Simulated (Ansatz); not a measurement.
Basis-set extrapolation for C2H4OS2, SMILES `SSC1CO1` (PBE0-D4/def2-TZVP geometry, frozen core, the Gaussian-basis code of Ansatz). Multiplicity 1, RHF reference.

```
                      def2-TZVPP   def2-QZVPP
                 HF  -948.021641  -948.051406
    MP2 correlation    -0.913817    -0.985844
CCSD(T) correlation    -1.000095      not run
```

Energies in hartree. Use E(X) = E(∞) + A·exp(−7.88·√X) for Hartree–Fock and E(X) = E(∞) + B·X^(−2.97) for correlation, with X = 3 and 4, and add CCSD(T) minus MP2 of the smaller set to the MP2 limit.

Q: What is the CCSD(T) energy at the basis-set limit?

A: HF limit: -948.051406 + (-0.029765) × 0.13774 = -948.05551. MP2 limit: -0.985844 + (-0.072027) × 0.74074 = -1.03920. Higher-order term: -1.000095 − (-0.913817) = -0.08628. Total: -949.18099 hartree, 99.9 kcal/mol below CCSD(T)/def2-TZVPP.
